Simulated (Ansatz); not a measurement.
A made-up structure of NaSiH2F, singlet:

```
5
angstrom
F -1.1679 0.1204 1.1664
Si -0.0976 0.1102 -0.0771
Na 2.0003 -1.6264 0.4776
H -0.9571 -0.1743 -1.2838
H 3.3244 -2.7492 1.4087
```

It is relaxed with PBE-D4/def2-SVP and then PBE0-D4/def2-TZVP (Ansatz 0.2.0). Atoms count as bonded within 1.22 times the sum of their covalent radii (H–H: 0.88 Å). The end point is not checked to be a true minimum.

Problem. Does its bonding change? (Judge from chemistry; the calculation decides.)

Solution. Computed: Yes. Formed: Si2–H5; broken: Na3–H5.

Where it ends: The first stage lowers the energy by 2.37 eV in 32 steps. It ends as NaSiH₂F ([F][SiH2][Na]):
```
atom    x (Å)    y (Å)    z (Å)
  F1  -0.5824  -0.2781   1.3124
 Si2   0.4930  -0.9431   0.2668
 Na3   3.0625  -0.0503   0.8381
  H4  -0.0862  -0.6251  -1.0894
  H5   0.2153  -2.4227   0.3639
```

Labels in which every atom is bracketed show which atoms are joined, not bond orders.

For scale, one of the runs: PBE0-D4/def2-TZVP relaxation, 112 basis functions, launched by `ansatz run in.yaml --threads 2 --pin off --events-out ev --progress --plain --max-ram 4352MiB`. Hardware: 2 CPU threads of an Arm Neoverse V2, shared host. Wall time about 14 s.
